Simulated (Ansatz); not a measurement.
Relaxation of H$_{3}$OSi (5 atoms, charge -1, multiplicity 1), to a largest force component of 0.02 eV/Å in at most 50 steps.

Level of theory: UKS PBE/6-31G* in Ansatz 0.2.0.

```xyz
5
Properties=species:S:1:pos:R:3
O -1.444 0.271 0.700
Si -0.083 0.016 0.040
H -0.104 -0.247 -1.453
H 0.698 -1.175 0.561
H 0.933 1.135 0.151
```

Where does it end, and by what steps?

The forces met the threshold. Limits of this set-up: an anion without diffuse functions. After 3 steps the energy has fallen by 0.138 eV; O1 moved furthest, 0.09 Å.

| step | energy less start (eV) | largest force component (eV/Å) | accepted |
| --- | --- | --- | --- |
| 0 | 0.0000 | 2.454 | yes |
| 1 | -0.1186 | 1.096 | yes |
| 2 | -0.1371 | 0.229 | yes |
| 3 | -0.1377 | 0.018 | yes |

```xyz
5
Properties=species:S:1:pos:R:3
O -1.523 0.286 0.738
Si -0.114 0.021 0.056
H -0.072 -0.255 -1.478
H 0.736 -1.189 0.549
H 0.973 1.137 0.136
```

Whether the end is a true minimum wasn't checked by a vibrational analysis.

The run took 11 s on 1 thread of Intel(R) Xeon(R) Processor @ 2.50GHz (Skylake/Cascade Lake), with other jobs on the host, peak memory 0.12 GiB.
